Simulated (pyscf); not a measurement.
Optimised with ωB97X-D3(BJ)/def2-SVP in PySCF. Correlated levels are frozen-core, on RHF or UHF. ΔMP2 is the change of the MP2 total energy from the triple- to the quadruple-zeta basis.

Estimate by transition-state theory the rate constant of `[F][B]([F])[F]` + `[CH4]` → `[FH]` + `[CH3][B]([F])[F]` (singlet surface; B–F, C–H broken, F–H, B–C formed) at 1200 K, with CCSD(T)/def2-TZVPP + ΔMP2(QZVPP) energies (ideal gas, 1 atm, RRHO with modes under 100 cm⁻¹ raised to 100, one conformer, R ln 2 for rigid chiral ones; no tunnelling).

The electronic barrier is 59.6 kcal/mol and the thermal terms add +32.8, so ΔG‡ = 92.3 kcal/mol. With k_BT/h = 2.50e+13 s⁻¹ and RT = 2.385 kcal/mol, and a volume of 1.64e-19 cm³ per molecule at 1 atm, k = 6.2e-23 cm³ molecule⁻¹ s⁻¹. Wigner's tunnelling factor for 1243i cm⁻¹ would be 1.09. A shift of 1 kcal/mol in the barrier changes k by a factor 1.5. This is the saddle that the search found; another between the same sides may lie lower. The CCSD(T) − MP2 part came from Ansatz, without density fitting, on the same reference.
